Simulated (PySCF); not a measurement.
2-methyl-1-pyrroline, C5H9N.
Structure used (PBE0-D3(BJ)/def2-SVP), in Å, numbered top down from 1:
```xyz
15
C5H9N angstrom
C      2.1760   -0.3722    0.3463
C      0.6991   -0.2671    0.1719
N     -0.0515   -1.2873    0.0516
C     -1.4310   -0.8705   -0.1098
C     -1.4770    0.6751   -0.0254
C     -0.0018    1.0730    0.1173
H      2.7022    0.1417   -0.4749
H      2.4946    0.1161    1.2818
H      2.4791   -1.4264    0.3659
H     -2.0475   -1.3568    0.6651
H     -1.8082   -1.2539   -1.0735
H     -1.9382    1.1192   -0.9189
H     -2.0701    1.0123    0.8369
H      0.3774    1.6702   -0.7297
H      0.2113    1.6637    1.0241
```

Level of theory: core-valence-separated Tamm–Dancoff BHandHLYP/aug-pcX-1 (pcseg-1 on H) in PySCF, non-relativistic, gas phase, PBE0-D3(BJ)/def2-SVP geometry. No empirical shift is added; at this level the pattern usually sits a few eV under experiment.

The lowest roots of each edge with f over 0.003 (five at most, numbered afresh; weaker and dark ones are left out), with transition dipoles (au) in the frame of the coordinates:

```tsv
root	edge	E (eV)	μx	μy	μz
1	C	283.24	0.0122	0.0028	-0.0999
2	C	285.47	0.0374	-0.0252	0.0008
3	C	285.48	-0.0305	-0.0164	-0.0014
4	C	285.51	-0.0004	0.0004	0.0301
5	C	285.59	-0.0158	-0.0411	0.0038
6	N	396.35	0.0094	0.0022	-0.0778
7	N	401.21	0.0076	-0.0206	0.0000
8	N	401.70	0.0252	0.0000	0.0029
```

**Question.** What are the oscillator strengths?

**Answer.** f = (2/3) ΔE |μ|², with ΔE in hartree (27.2114 eV):

| root | ΔE (Eh) | \|μ\|² (au) | f | core hole on |
| --- | --- | --- | --- | --- |
| 1 | 10.4089 | 0.010137 | 0.070 | C2 |
| 2 | 10.4908 | 0.002034 | 0.014 | C5 |
| 3 | 10.4910 | 0.001201 | 0.008 | C1 |
| 4 | 10.4924 | 0.000906 | 0.006 | C1 |
| 5 | 10.4953 | 0.001953 | 0.014 | C6 |
| 6 | 14.5657 | 0.006146 | 0.060 | N3 |
| 7 | 14.7441 | 0.000482 | 0.005 | N3 |
| 8 | 14.7621 | 0.000643 | 0.006 | N3 |

**Question.** Molecules are fixed in this frame and the field points along (0, 1, 1)/√2. What effective strengths 3 f cos²θ do the roots have (θ between field and μ)?

**Answer.** root 1 (C2): 0.098, root 2 (C5): 0.006, root 3 (C1): 0.003, root 4 (C1): 0.010, root 5 (C6): 0.015, root 6 (N3): 0.083, root 7 (N3): 0.006, root 8 (N3): 0.000. Root 1 is the strongest. Averaged over all orientations cos²θ is 1/3, which gives f back.

